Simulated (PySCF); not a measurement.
**water in clusters of ammonia**

Gas-phase clusters of one water with n ammonia, each in one structure from a short search with a few starts, optimised by PBE0-D3(BJ)/def2-SVPD or PBE0-D3(BJ)/def2-TZVPD; other arrangements may lie lower. Binding energies from relaxed separate molecules, wB97M-D3(BJ)/def2-TZVPD, counterpoise-corrected, in kcal/mol (PySCF).

Frequency runs check only 1 of the 3 structures; these show no clear imaginary mode.

Q: How does binding build up with each further ammonia?

A: 
```csv
n,binding energy,gain of the last molecule
1,-6.5,-6.5
2,-13.6,-7.2
3,-19.7,-6.1
```

The energies hold the contacts among the ammonia molecules too.
